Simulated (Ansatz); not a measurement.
`O=NO`, 4 atoms. Charge 0, multiplicity 1. Hardware: A = 2 threads of an AMD EPYC 7R13 on a shared host; B = 2 threads of an AMD EPYC 7R13 on a shared host and a share of an NVIDIA H100 80 GB. Correlated methods freeze the cores. Open-shell runs search over several starts.

Question: Give the basis size and wall time and peak host memory of each of these runs in Ansatz. RKS PBE-QIDH (frozen core)/def2-TZVPP energy [A]; UKS PBE-D4/def2-TZVPP energy of the cation [A]; RHF-CCSD(T)/cc-pV(D+d)Z energy [A]; RHF-CCSD(T)/cc-pV(Q+d)Z energy [B]; UHF-CCSD(T)/def2-TZVPP energy of the cation [A]; UKS B3LYP-D4/def2-TZVPP energy of the cation [A]; RKS CAM-B3LYP-D4/def2-TZVPP energy [A]; RHF-CCSD(T)/cc-pV(T+d)Z energy [A]; RKS PBE0-D4/def2-TZVP relaxation (7 steps) [A]; RKS PBE0-D4/def2-TZVP frequencies [A]; UKS ωB97M-V/def2-TZVPP energy of the cation [A]; RKS PBE0-D4/def2-SVP energy [A]. (Best estimate.)

Answer: Computed: Other jobs shared the machine, so times are rough.

```json
{"level": "RKS PBE0-D4/def2-SVP", "job": "energy [A]", "functions": "47", "wall time": "0.3 s", "peak host memory (GiB)": "0.12"}
{"level": "RHF-CCSD(T)/cc-pV(D+d)Z", "job": "energy [A]", "functions": "47", "wall time": "0.45 s", "peak host memory (GiB)": "0.13"}
{"level": "RKS CAM-B3LYP-D4/def2-TZVPP", "job": "energy [A]", "functions": "107", "wall time": "0.6 s", "peak host memory (GiB)": "0.17"}
{"level": "UKS PBE-D4/def2-TZVPP", "job": "energy of the cation [A]", "functions": "107", "wall time": "0.8 s", "peak host memory (GiB)": "0.17"}
{"level": "RKS PBE-QIDH (frozen core)/def2-TZVPP", "job": "energy [A]", "functions": "107", "wall time": "1 s", "peak host memory (GiB)": "0.17"}
{"level": "UKS B3LYP-D4/def2-TZVPP", "job": "energy of the cation [A]", "functions": "107", "wall time": "1.2 s", "peak host memory (GiB)": "0.18"}
{"level": "RHF-CCSD(T)/cc-pV(Q+d)Z", "job": "energy [B]", "functions": "195", "wall time": "1.6 s", "peak host memory (GiB)": "0.82"}
{"level": "RHF-CCSD(T)/cc-pV(T+d)Z", "job": "energy [A]", "functions": "104", "wall time": "2 s", "peak host memory (GiB)": "0.35"}
{"level": "UKS ωB97M-V/def2-TZVPP", "job": "energy of the cation [A]", "functions": "107", "wall time": "3.6 s", "peak host memory (GiB)": "0.26"}
{"level": "RKS PBE0-D4/def2-TZVP", "job": "relaxation (7 steps) [A]", "functions": "99", "wall time": "4.9 s", "peak host memory (GiB)": "0.17"}
{"level": "RKS PBE0-D4/def2-TZVP", "job": "frequencies [A]", "functions": "99", "wall time": "9 s", "peak host memory (GiB)": "0.17"}
{"level": "UHF-CCSD(T)/def2-TZVPP", "job": "energy of the cation [A]", "functions": "107", "wall time": "11 s", "peak host memory (GiB)": "0.67"}
```

B3LYP here is the variant with VWN-RPA as its local correlation; programs differ in this.
